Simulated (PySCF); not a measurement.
A search over the determinants of AlO⁺

Unrestricted PBE0; Al def2-TZVP, O def2-TZVP; no relativity (PySCF 2.14). Outer shells of the fragments: Al+ 3s2; O 2s2 2p4.

Followed along the bond (rough minima from three points):

```json
{"2Ms+1": "3", "unpaired": "σ ↑, π ↑", "⟨S²⟩ at the start": "2.02", "R at minimum (Å)": "1.74", "Te (eV)": "0.00"}
{"2Ms+1": "1", "unpaired": "σ ↓, π ↑", "⟨S²⟩ at the start": "1.01", "R at minimum (Å)": "1.73", "Te (eV)": "0.13"}
{"2Ms+1": "1", "unpaired": "none", "⟨S²⟩ at the start": "0.00", "R at minimum (Å)": "1.60", "Te (eV)": "0.63"}
```

Solutions found at the starting distance of 1.895 Å, counted from the lowest of them; the search is not exhaustive and high or unbound solutions are not listed, so other states can lie among these:

| 2Ms+1 | unpaired | term | E (eV) | ⟨S²⟩ | ⟨Lz²⟩ | μ (D) |
| --- | --- | --- | --- | --- | --- | --- |
| 3 | σ ↑, π ↑ | ³Π | 0.00 | 2.02 | 1.01 | -4.75 |
| 1 | σ ↓, π ↑ | mixed | 0.20 | 1.01 | 1.01 | -5.07 |
| 1 | none | ¹Σ⁺ | 1.41 | 0.00 | 0.00 | -7.26 |
| 3 | π ↑↑ | ³Σ⁻ | 1.79 | 2.01 | 0.00 | 0.10 |
| 3 | σ ↑↑ | ³Σ⁺ | 2.25 | 2.00 | 0.00 | -5.99 |
| 1 | π ↑↓ | mixed | 2.55 | 1.00 | 2.01 | 0.10 |
| 1 | π ↑↓ | mixed | 4.60 | 1.27 | 2.01 | -4.28 |
| 3 | π ↑↑ | mixed | 4.62 | 2.06 | 2.01 | -5.03 |
| 3 | π ↑↑ | mixed | 4.79 | 2.06 | 2.01 | -4.95 |
| 1 | none | mixed | 4.80 | 0.00 | 2.00 | 0.10 |
| 3 | σ ↓, π ↑↑↑ | mixed | 6.04 | 3.00 | 1.01 | -0.34 |

A term symbol is given only where ⟨S²⟩ and ⟨Lz²⟩ are close to those of a pure state; real π, δ and φ orbitals otherwise mix terms. A positive dipole points towards O; it is taken about the centre of mass and depends on that origin.

Counting both spins, an empty level lies below a filled one in some of these solutions, because spin and occupation are held.
